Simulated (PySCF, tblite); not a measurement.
**chlorofluoromethane (CH2ClF): dynamics, then NMR shifts on frames**

Aim: move chlorofluoromethane (CH2ClF) (`FCCl`) away from its starting geometry and see how NMR shifts follow the geometry.

Programs: tblite 0.8.0 and PySCF 2.14.0, with density-fitted response routines of our own. Each step states its level of theory. These are calculated values for one molecule in the gas phase, unless marked as measured. Atoms count from 0, in the outputs and in this text.

**1. Starting geometry**

5 atoms, charge 0, multiplicity 1; geometry from: GFN2-xTB.

Bonds of the start (Å): F0–C1 1.35, C1–Cl2 1.78, C1–H3 1.09, C1–H4 1.09.

**2. Dynamics with GFN2-xTB**

What the job is given:

```
{"job": {"kind": "md", "xc": "GFN2-xTB", "basis": "xTB", "temperature": 400, "steps": 2000, "every": 50, "frames": 5}, "charge": 0, "multiplicity": 1}
F     -0.764182     1.099656    -0.125307
C     -0.109960    -0.073717     0.008260
Cl     1.644276     0.197935    -0.062884
H     -0.361675    -0.497081     0.984417
H     -0.399836    -0.723940    -0.821671
```

With the program's defaults for keys left out, this is: GFN2-xTB Langevin dynamics, gas phase.

Command:

```console
$ OMP_NUM_THREADS=1 python probes_run.py task.json out
```

This one command runs all jobs of the session in turn.

The log of the run:

```text
t/fs     T/K      E/eV
    0.0   155.2   -338.21177
   25.0   228.2   -338.16804
   50.0   270.1   -338.12273
   75.0   264.7   -338.07335
  100.0   319.6   -338.08110
  125.0   266.2   -338.11243
  150.0   148.2   -337.94575
  175.0   253.2   -337.97421
  200.0   483.8   -338.10424
  225.0   325.9   -338.06205
  250.0   309.0   -338.08394
  275.0   313.1   -338.06001
  300.0   414.7   -338.05062
  325.0   420.0   -338.03050
  350.0   345.5   -338.01797
  375.0   546.8   -338.08270
  400.0   396.7   -337.97436
  425.0   410.4   -338.00204
  450.0   259.5   -337.94373
  475.0   471.3   -338.10441
  500.0   291.2   -337.97526
  525.0   496.7   -338.12145
  550.0   402.5   -338.00264
  575.0   617.6   -338.07800
  600.0   642.0   -337.91142
  625.0   902.0   -338.11134
  650.0   742.3   -338.08085
  675.0   486.0   -337.90546
  700.0   516.6   -337.94950
  725.0   839.4   -338.07390
  750.0   604.3   -338.12348
  775.0   660.2   -338.12992
  800.0   429.1   -338.07096
  825.0   250.0   -338.01976
  850.0   256.4   -338.06252
  875.0   425.0   -338.08155
  900.0   246.7   -338.08173
  925.0   421.6   -338.07308
  950.0   380.0   -338.03288
  975.0   457.5   -338.06969
 1000.0   358.6   -338.02122
```

Wall time 4.2 s (1 thread of Arm Neoverse V1, shared host); peak memory 0.18 GiB.

Distance from the start (root mean square after alignment): 0 fs 0.00 Å, 200 fs 0.06 Å, 400 fs 0.07 Å, 600 fs 0.07 Å, 800 fs 0.08 Å, 1000 fs 0.10 Å.

Positions (Å) and forces (eV/Å) at 1000 fs:

```xyz
5

F    -0.908    0.669   -1.116   -0.534    0.488   -0.050
C    -0.073   -0.139   -0.469   -0.634   -0.977    1.536
Cl    0.136   -1.600   -1.457    0.543    0.134   -0.027
H     0.772    0.440   -0.137    1.025    0.037   -0.704
H    -0.495   -0.511    0.507   -0.399    0.317   -0.756
```

**3. NMR shieldings: 250 fs, PBE0/pcSseg-1**

What the job is given:

```
{"job": {"kind": "nmr", "xc": "PBE0", "basis": "pcSseg-1", "pop": false}, "charge": 0, "multiplicity": 1}
F     -1.052600     0.826400     0.505500
C     -0.368600     0.281400    -0.534800
Cl     1.384300     0.414800    -0.311400
H     -0.641400    -0.721200    -0.652800
H     -0.785600     0.864200    -1.427500
```

With the program's defaults for keys left out, this is: GIAO PBE0/pcSseg-1 NMR shielding, non-relativistic, gas phase.

The log of the run:

```text
coarse grid: 5040 points
cycle   1  E = -598.9413550876  dE =  2.326e-01  |g| = 4.885e-01  |ddm| = 1.796e+00
cycle   2  E = -598.8961907062  dE =  4.516e-02  |g| = 7.297e-01  |ddm| = 6.627e-01
cycle   3  E = -598.9846786614  dE = -8.849e-02  |g| = 2.920e-02  |ddm| = 3.809e-01
cycle   4  E = -598.9848104696  dE = -1.318e-04  |g| = 1.673e-02  |ddm| = 4.186e-02
cycle   5  E = -598.9848626163  dE = -5.215e-05  |g| = 3.764e-03  |ddm| = 1.767e-02
cycle   6  E = -598.9848655414  dE = -2.925e-06  |g| = 1.166e-03  |ddm| = 3.307e-03
final grid: 45304 points
cycle   7  E = -599.0082862585  dE = -1.931e-05  |g| = 4.844e-03  |ddm| = 1.012e-02
cycle   8  E = -599.0082836625  dE =  2.596e-06  |g| = 6.222e-03  |ddm| = 5.501e-03
cycle   9  E = -599.0082899696  dE = -6.307e-06  |g| = 6.770e-04  |ddm| = 3.119e-03
cycle  10  E = -599.0082900307  dE = -6.116e-08  |g| = 9.031e-05  |ddm| = 5.079e-04
cycle  11  E = -599.0082900323  dE = -1.527e-09  |g| = 2.286e-05  |ddm| = 8.958e-05
cycle  12  E = -599.0082900324  dE = -1.057e-10  |g| = 8.343e-06  |ddm| = 2.302e-05
converged SCF energy = -599.0082900324

GIAO shielding tensors (ppm)
atom      isotropic    diamagn.    paramagn.     s11        s22        s33       span
  0 F      356.639     471.933    -115.295    282.225    320.073    467.618    185.393
  1 C       86.287     239.314    -153.027     43.935     84.692    130.234     86.299
  2 Cl     760.430    1145.693    -385.263    462.211    788.907   1030.171    567.960
  3 H       26.407      28.771      -2.364     21.136     27.188     30.896      9.759
  4 H       24.590      25.501      -0.911     19.406     24.991     29.374      9.968
```

Wall time 1.9 s (1 thread of Arm Neoverse V1, shared host); peak memory 0.3 GiB.

Shifts follow as δ = σ(reference) − σ, with reference shieldings (ppm) from runs at the same level and on the same kind of geometry: 1H TMS 31.72, 13C TMS 186.9, 19F CFCl3 170.9, 35Cl HCl 950. The references are single molecules in the gas phase, so shifts against H2O, NH3, PH3, H3PO4 or CFCl3 are not on the usual liquid scales and can be off by tens of ppm. Each atom is listed at this fixed geometry, with no averaging over motion; a spectrum would average atoms that exchange fast.

```
atoms                                environment  σ (ppm)  δ (ppm)
   C1                 sp3 CH2 bonded to Cl and F     86.3    100.6
   H4  hydrogen on an sp3 CH2 bonded to Cl and F    24.59     7.13
   H3  hydrogen on an sp3 CH2 bonded to Cl and F    26.41     5.31
   F0                  fluorine on an sp3 carbon    356.6   -185.7
  Cl2                       chlorine bonded to C      760      189
```

**4. NMR shieldings: 425 fs, PBE0/pcSseg-1**

What the job is given:

```
{"job": {"kind": "nmr", "xc": "PBE0", "basis": "pcSseg-1", "pop": false}, "charge": 0, "multiplicity": 1}
F     -1.092500     0.452100     0.572300
C     -0.569800     0.351500    -0.743100
Cl     1.243100     0.205400    -0.496500
H     -0.844000    -0.532100    -1.290800
H     -0.676300     1.280600    -1.246800
```

With the program's defaults for keys left out, this is: GIAO PBE0/pcSseg-1 NMR shielding, non-relativistic, gas phase.

The log of the run:

```text
coarse grid: 5040 points
cycle   1  E = -598.9280183127  dE =  1.381e-01  |g| = 5.243e-01  |ddm| = 1.745e+00
cycle   2  E = -598.8534826714  dE =  7.454e-02  |g| = 8.549e-01  |ddm| = 7.884e-01
cycle   3  E = -598.9827557211  dE = -1.293e-01  |g| = 3.272e-02  |ddm| = 4.563e-01
cycle   4  E = -598.9828999164  dE = -1.442e-04  |g| = 2.390e-02  |ddm| = 5.287e-02
cycle   5  E = -598.9830066403  dE = -1.067e-04  |g| = 4.437e-03  |ddm| = 2.244e-02
cycle   6  E = -598.9830109342  dE = -4.294e-06  |g| = 1.216e-03  |ddm| = 3.819e-03
final grid: 45304 points
cycle   7  E = -599.0061834920  dE = -1.852e-05  |g| = 5.933e-03  |ddm| = 1.117e-02
cycle   8  E = -599.0061778648  dE =  5.627e-06  |g| = 8.338e-03  |ddm| = 7.084e-03
cycle   9  E = -599.0061895332  dE = -1.167e-05  |g| = 8.064e-04  |ddm| = 4.089e-03
cycle  10  E = -599.0061896250  dE = -9.180e-08  |g| = 9.945e-05  |ddm| = 6.395e-04
cycle  11  E = -599.0061896267  dE = -1.654e-09  |g| = 3.158e-05  |ddm| = 8.816e-05
cycle  12  E = -599.0061896269  dE = -2.078e-10  |g| = 1.156e-05  |ddm| = 3.454e-05
converged SCF energy = -599.0061896269

GIAO shielding tensors (ppm)
atom      isotropic    diamagn.    paramagn.     s11        s22        s33       span
  0 F      326.014     472.913    -146.899    228.041    334.949    415.051    187.010
  1 C       78.500     240.817    -162.318     30.125     74.354    131.019    100.894
  2 Cl     699.361    1146.484    -447.123    317.403    747.595   1033.084    715.680
  3 H       25.345      27.303      -1.958     19.929     25.731     30.374     10.445
  4 H       25.539      27.550      -2.012     20.012     26.159     30.445     10.432
```

It took 1.5 s on 1 thread of Arm Neoverse V1, shared host; peak memory 0.31 GiB.

This run: δ C1 108.4, F0 -155.1, Cl2 250, H3 6.37, H4 6.18 ppm.

**5. Nuclear shieldings: 625 fs, PBE0/pcSseg-1**

What the job is given:

```
{"job": {"kind": "nmr", "xc": "PBE0", "basis": "pcSseg-1", "pop": false}, "charge": 0, "multiplicity": 1}
F     -1.028500     0.284000    -0.682300
C     -0.290600     0.027100    -1.770800
Cl     1.192900    -0.846800    -1.123900
H     -0.867400    -0.595700    -2.406100
H      0.065300     1.004100    -2.141000
```

With the program's defaults for keys left out, this is: GIAO PBE0/pcSseg-1 NMR shielding, non-relativistic, gas phase.

The log of the run:

```text
coarse grid: 5040 points
cycle   1  E = -598.9373693528  dE =  2.196e-01  |g| = 5.032e-01  |ddm| = 1.765e+00
cycle   2  E = -598.8874602752  dE =  4.991e-02  |g| = 7.512e-01  |ddm| = 7.248e-01
cycle   3  E = -598.9859778262  dE = -9.852e-02  |g| = 2.693e-02  |ddm| = 4.089e-01
cycle   4  E = -598.9861020217  dE = -1.242e-04  |g| = 1.504e-02  |ddm| = 3.971e-02
cycle   5  E = -598.9861432246  dE = -4.120e-05  |g| = 3.970e-03  |ddm| = 1.651e-02
cycle   6  E = -598.9861462182  dE = -2.994e-06  |g| = 1.305e-03  |ddm| = 3.615e-03
final grid: 45304 points
cycle   7  E = -599.0089737247  dE = -1.859e-05  |g| = 4.992e-03  |ddm| = 1.029e-02
cycle   8  E = -599.0089713625  dE =  2.362e-06  |g| = 6.249e-03  |ddm| = 5.624e-03
cycle   9  E = -599.0089776046  dE = -6.242e-06  |g| = 7.424e-04  |ddm| = 3.095e-03
cycle  10  E = -599.0089776798  dE = -7.520e-08  |g| = 7.947e-05  |ddm| = 5.465e-04
cycle  11  E = -599.0089776810  dE = -1.237e-09  |g| = 1.672e-05  |ddm| = 8.995e-05
cycle  12  E = -599.0089776811  dE = -6.321e-11  |g| = 3.507e-06  |ddm| = 1.598e-05
converged SCF energy = -599.0089776811

GIAO shielding tensors (ppm)
atom      isotropic    diamagn.    paramagn.     s11        s22        s33       span
  0 F      346.108     476.599    -130.491    273.497    300.743    464.084    190.586
  1 C       81.497     240.345    -158.848     38.169     85.405    120.917     82.748
  2 Cl     695.428    1146.604    -451.176    309.280    729.673   1047.332    738.051
  3 H       25.699      27.380      -1.681     20.678     26.422     29.999      9.321
  4 H       24.776      26.614      -1.838     19.661     25.043     29.626      9.965
```

Run time: 1.6 s. Hardware: 1 thread of Arm Neoverse V1, shared host; peak memory 0.31 GiB.

In short: δ C1 105.4, F0 -175.2, Cl2 254, H4 6.94, H3 6.02 ppm.

**6. Nuclear shieldings: 800 fs, PBE0/pcSseg-1**

What the job is given:

```
{"job": {"kind": "nmr", "xc": "PBE0", "basis": "pcSseg-1", "pop": false}, "charge": 0, "multiplicity": 1}
F     -1.075400     0.102700    -1.549900
C      0.177700    -0.242500    -1.898400
Cl     0.563000    -1.729100    -1.074900
H      0.203000    -0.192200    -3.035700
H      0.877100     0.529400    -1.583300
```

Level: GIAO PBE0/pcSseg-1 NMR shielding, non-relativistic, gas phase.

The log of the run:

```text
coarse grid: 5040 points
cycle   1  E = -598.9418009898  dE =  2.678e-01  |g| = 4.859e-01  |ddm| = 1.807e+00
cycle   2  E = -598.9007252134  dE =  4.108e-02  |g| = 7.124e-01  |ddm| = 6.530e-01
cycle   3  E = -598.9841843109  dE = -8.346e-02  |g| = 2.843e-02  |ddm| = 3.713e-01
cycle   4  E = -598.9843144795  dE = -1.302e-04  |g| = 1.529e-02  |ddm| = 4.020e-02
cycle   5  E = -598.9843575879  dE = -4.311e-05  |g| = 3.460e-03  |ddm| = 1.652e-02
cycle   6  E = -598.9843599419  dE = -2.354e-06  |g| = 1.182e-03  |ddm| = 3.089e-03
final grid: 45304 points
cycle   7  E = -599.0077272209  dE = -1.920e-05  |g| = 4.562e-03  |ddm| = 9.928e-03
cycle   8  E = -599.0077252691  dE =  1.952e-06  |g| = 5.661e-03  |ddm| = 5.208e-03
cycle   9  E = -599.0077304345  dE = -5.165e-06  |g| = 6.688e-04  |ddm| = 2.868e-03
cycle  10  E = -599.0077304938  dE = -5.924e-08  |g| = 8.738e-05  |ddm| = 4.998e-04
cycle  11  E = -599.0077304952  dE = -1.472e-09  |g| = 2.016e-05  |ddm| = 9.416e-05
cycle  12  E = -599.0077304953  dE = -8.288e-11  |g| = 6.633e-06  |ddm| = 1.933e-05
converged SCF energy = -599.0077304953

GIAO shielding tensors (ppm)
atom      isotropic    diamagn.    paramagn.     s11        s22        s33       span
  0 F      355.499     474.460    -118.961    281.313    320.273    464.910    183.597
  1 C       89.537     239.409    -149.872     51.780     80.361    136.469     84.689
  2 Cl     766.856    1145.960    -379.104    466.344    813.309   1020.915    554.571
  3 H       24.800      24.593       0.206     20.306     24.635     29.458      9.152
  4 H       25.673      28.382      -2.709     20.846     25.684     30.488      9.642
```

It took 1.6 s on 1 thread of Arm Neoverse V1, shared host; peak memory 0.31 GiB.

This run: δ C1 97.4, F0 -184.6, Cl2 183, H3 6.92, H4 6.04 ppm.

**7. Shielding tensors: 1000 fs, PBE0/pcSseg-1**

What the job is given:

```
{"job": {"kind": "nmr", "xc": "PBE0", "basis": "pcSseg-1", "pop": false}, "charge": 0, "multiplicity": 1}
F     -0.907600     0.668600    -1.116400
C     -0.072900    -0.138800    -0.469200
Cl     0.135600    -1.599700    -1.456600
H      0.771900     0.439900    -0.136600
H     -0.495500    -0.510900     0.507300
```

Method: GIAO PBE0/pcSseg-1 NMR shielding, non-relativistic, gas phase.

The log of the run:

```text
coarse grid: 5040 points
cycle   1  E = -598.9419232248  dE =  2.686e-01  |g| = 4.770e-01  |ddm| = 1.803e+00
cycle   2  E = -598.9035044927  dE =  3.842e-02  |g| = 6.901e-01  |ddm| = 6.522e-01
cycle   3  E = -598.9834341348  dE = -7.993e-02  |g| = 2.793e-02  |ddm| = 3.678e-01
cycle   4  E = -598.9835585261  dE = -1.244e-04  |g| = 1.465e-02  |ddm| = 3.802e-02
cycle   5  E = -598.9835976641  dE = -3.914e-05  |g| = 3.535e-03  |ddm| = 1.598e-02
cycle   6  E = -598.9836000781  dE = -2.414e-06  |g| = 1.201e-03  |ddm| = 3.192e-03
final grid: 45304 points
cycle   7  E = -599.0059904910  dE = -1.649e-05  |g| = 4.265e-03  |ddm| = 9.323e-03
cycle   8  E = -599.0059890895  dE =  1.401e-06  |g| = 5.041e-03  |ddm| = 4.805e-03
cycle   9  E = -599.0059932840  dE = -4.194e-06  |g| = 7.059e-04  |ddm| = 2.638e-03
cycle  10  E = -599.0059933521  dE = -6.811e-08  |g| = 8.477e-05  |ddm| = 5.064e-04
cycle  11  E = -599.0059933535  dE = -1.381e-09  |g| = 1.931e-05  |ddm| = 8.719e-05
cycle  12  E = -599.0059933536  dE = -7.003e-11  |g| = 7.196e-06  |ddm| = 1.954e-05
converged SCF energy = -599.0059933536

GIAO shielding tensors (ppm)
atom      isotropic    diamagn.    paramagn.     s11        s22        s33       span
  0 F      359.459     470.282    -110.824    287.963    316.801    473.612    185.648
  1 C       90.738     242.320    -151.581     52.142     80.588    139.484     87.342
  2 Cl     747.902    1145.044    -397.143    422.756    787.529   1033.421    610.664
  3 H       25.900      28.144      -2.244     21.692     25.951     30.056      8.363
  4 H       25.007      27.277      -2.270     20.021     24.756     30.244     10.223
```

Run time: 1.5 s. Hardware: 1 thread of Arm Neoverse V1, shared host; peak memory 0.32 GiB.

This run: δ C1 96.2, F0 -188.5, Cl2 202, H4 6.71, H3 5.82 ppm.

**8. Run by run: NMR shifts**

Shifts (ppm), with basis size and wall time:

```
  frame     C1    H4    H3      F0  Cl2  functions   time
 250 fs  100.6  7.13  5.31  -185.7  189         68  1.9 s
 425 fs  108.4  6.18  6.37  -155.1  250         68  1.5 s
 625 fs  105.4  6.94  6.02  -175.2  254         68  1.6 s
 800 fs   97.4  6.04  6.92  -184.6  183         68  1.6 s
1000 fs   96.2  6.71  5.82  -188.5  202         68  1.5 s
```

**9. Summary of results**

| quantity | value |
| --- | --- |
| thermostat | 400 K |
| mean temperature, second half | 496 K |
| mean potential energy above the minimum | 0.17 eV |
| 13C shifts against TMS (PBE0/pcSseg-1, 250 fs) | 100.6 ppm |
| 1H shifts against TMS (PBE0/pcSseg-1, 250 fs) | 7.13, 5.31 ppm |
| 19F shifts against CFCl3 (PBE0/pcSseg-1, 250 fs) | -185.7 ppm |
| 35Cl shifts against HCl (PBE0/pcSseg-1, 250 fs) | 189 ppm |
| range of the shift of Cl2 | 183 to 254 ppm |

In words: In the second half the potential energy averages 0.17 eV above the minimum; equipartition over 9 harmonic modes at 400 K would give 0.16 eV. With 5 atoms the temperature swings widely (148 to 902 K). Shifts at one fixed geometry are not the observed spectrum, which averages over the motion. In the first frame run (250 fs): The widest tensor belongs to Cl2: span 568 ppm, with a paramagnetic part of -385 ppm. Across the 5 runs the shift of Cl2 moves most, between 183 (800 fs) and 254 ppm (625 fs).
